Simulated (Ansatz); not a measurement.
The input, for Ansatz 0.2.0:

```yaml
crystal:
  periodic: [false, false, false]
  atoms:
    - {symbol: P, position_ang: [0.375854, 0.000000, -0.314485]}
    - {symbol: Be, position_ang: [-1.270341, 0.000000, 0.892555]}
    - {symbol: H, position_ang: [-0.191560, 0.000000, 1.683550]}
basis:
  gaussian: {orbitals: 6-31G}
magnetization: {spin_polarized: false}
correlation: {method: ccsd, electrons: valence}
output: {forces: true}
```

```sh
$ ansatz run in.yaml --threads 1 --pin off --events-out ev --progress --plain --max-ram 2393MiB
```

Log:

```
297 factors; integrals over basis functions are off by at most 2.2e-4 eV
mean field evaluation 1: about -9679.2927 eV, gradient 1.5e1 eV
mean field evaluation 2: about -9679.2950 eV, gradient 1.6e1 eV
mean field evaluation 4: about -9680.9846 eV, gradient 2.7e0 eV
mean field evaluation 8: about -9681.2059 eV, gradient 2.4e-1 eV
mean field evaluation 16: about -9680.3973 eV, gradient 1.0e1 eV
mean field evaluation 32: about -9676.6663 eV, gradient 5.5e0 eV
mean field evaluation 64: about -9678.8449 eV, gradient 3.9e-1 eV
mean field evaluation 96: about -9677.7974 eV, gradient 3.4e0 eV
mean field evaluation 128: about -9681.2080 eV, gradient 8.5e-3 eV
mean field -9681.20801396 eV, -355.7778323544 hartree, gradient 2.4e-6 eV, S^2 0.000000; 5 other end points of the search recorded, 0 dependent functions left out; unrestricted orbitals would lower it
determinant -9681.20801396 eV, -355.7778323544 hartree, with singles and doubles -9683.97476713 eV, -355.8795086580 hartree
determinant -9678.84571997 eV, -355.6910196515 hartree, with singles and doubles -9681.59384929 eV, -355.7920115414 hartree
5 core orbitals not correlated: weight in the atoms' cores, before any rotation towards them, 1.000 or more for the frozen orbitals, at most 0.000 for the correlated occupied ones
reference -9681.20801396 eV, -355.7778323544 hartree; 5, 5 occupied and 14, 14 virtual orbitals, 297 factors
second order -2.13964568 eV of doubles, -0.00000000 eV of singles
cycle   1  -2.76946425 eV  change   -2.7e-3 eV  update   6.5e-3
cycle   2  -2.77399849 eV  change   -4.5e-3 eV  update   5.0e-3
cycle   3  -2.77308762 eV  change    9.1e-4 eV  update   2.6e-3
cycle   4  -2.77426324 eV  change   -1.2e-3 eV  update   1.4e-3
cycle   5  -2.77586118 eV  change   -1.6e-3 eV  update   7.3e-4
cycle   6  -2.77672643 eV  change   -8.7e-4 eV  update   2.4e-4
cycle   7  -2.77684169 eV  change   -1.2e-4 eV  update   8.9e-5
cycle   8  -2.77684699 eV  change   -5.3e-6 eV  update   3.2e-5
cycle   9  -2.77684159 eV  change    5.4e-6 eV  update   1.1e-5
cycle  10  -2.77684252 eV  change   -9.3e-7 eV  update   4.6e-6
cycle  11  -2.77684432 eV  change   -1.8e-6 eV  update   2.4e-6
cycle  12  -2.77684433 eV  change   -1.1e-8 eV  update   1.0e-6
WARN: the results are in doubt because among natural orbitals full CI differs from the method by -0.121 eV
the calculation of the forces begins
Total energy: -9683.98485829 eV, -355.8798795014 hartree
Atom 0 at     0.375854     0.000000    -0.314485 Å, force    -1.526646     0.000000     1.430154 eV/Å
Atom 1 at    -1.270341     0.000000     0.892555 Å, force     0.156399    -0.000000    -1.960630 eV/Å
Atom 2 at    -0.191560     0.000000     1.683550 Å, force     1.370246     0.000000     0.530476 eV/Å
Dipole moment:    -0.583498    -0.000000     0.254603 e Å
In doubt: among natural orbitals full CI differs from the method by -0.121 eV
```

Forces (eV/Å):
```
P   -1.527  0.000  1.430
Be   0.156  0.000 -1.961
H    1.370  0.000  0.530
```

The T1 diagnostic is 0.063.

Ran on 1 thread of AMD EPYC 7B13, shared host: 0.54 s wall, 0.09 GiB peak host memory.
